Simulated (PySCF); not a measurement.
Diamond-structure Si: correlation energy from several methods in one and the same small orbital space (PySCF; 2 atoms at the zone centre, 8 electrons in 17 orbitals, empty ones MP2 natural orbitals of a TZ basis, lattice constant set to 5.43 Å). It tests the methods against each other and lies far from the crystal's limit.

| method | E_corr (eV per atom) | share of full CI (%) | error (meV) |
|---|---|---|---|
| MP2 | -1.3913 | 63.9 | 784 |
| CCSD | -2.1615 | 99.4 | 14 |
| CCSD(T) | -2.1651 | 99.5 | 11 |
| CCSDT | -2.1674 | 99.6 | 8 |
| CCSDT(Q) | -2.1716 | 99.8 | 4 |
| CCSDTQ | -2.1755 | 100.0 | 0 |
| full CI | -2.1756 | 100.0 | 0 |

The Hartree–Fock determinant has a weight of 0.85 in the full CI state.

MP2, (T) and (Q) use filled levels shifted down by the Madelung term, which in so small a cell is a large part of the gap, so these rows hang on it.
